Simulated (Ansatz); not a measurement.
Born–Oppenheimer molecular dynamics of AlClFH$_{3}$ (6 atoms, charge 0, multiplicity 1). It starts at the highest image of a converged band, a first-order saddle point between two minima.

Computed with RKS PBE0-D4/6-31G* in Ansatz 0.2.0.

```
ensemble                      : NVE (velocity Verlet)
time step                     : 0.5 fs
steps asked                   : 200
starting velocities drawn for : 300 K
seed                          : 7852
```

First frame:

```xyz
6
Properties=species:S:1:pos:R:3
Al -0.656 -0.091 -0.152
Cl 1.438 1.033 -0.519
H -0.925 -1.034 -1.390
H -1.644 0.936 0.532
H 1.318 -0.013 0.504
F 0.469 -0.831 1.025
```

Problem. How far do the bonds stretch over the last three quarters of this one trajectory? (Pairs bonded in most of those frames.)

Solution. 
| bond | mean (Å) | spread (Å) | shortest | longest |
| --- | --- | --- | --- | --- |
| Al1–H3 | 1.587 | 0.008 | 1.57 | 1.60 |
| Al1–H4 | 1.588 | 0.006 | 1.58 | 1.60 |
| Al1–F6 | 1.678 | 0.018 | 1.65 | 1.71 |
| Cl2–H5 | 1.295 | 0.010 | 1.28 | 1.32 |

Mean temperature of the second half: 273 K. The conserved energy stayed within 0.017 meV per atom of its start (net change 0.0018 meV per atom), so the integration is sound. A run of 0.1 ps of so small a system gives no equilibrium averages. The orbitals stay closed-shell, which can raise the energy where a bond breaks towards radicals; this wasn't checked here.

Time of the run: 7 min on 1 thread of Intel(R) Xeon(R) Platinum 8259CL CPU @ 2.50GHz (Skylake/Cascade Lake), with other jobs on the host, peak memory 0.18 GiB.
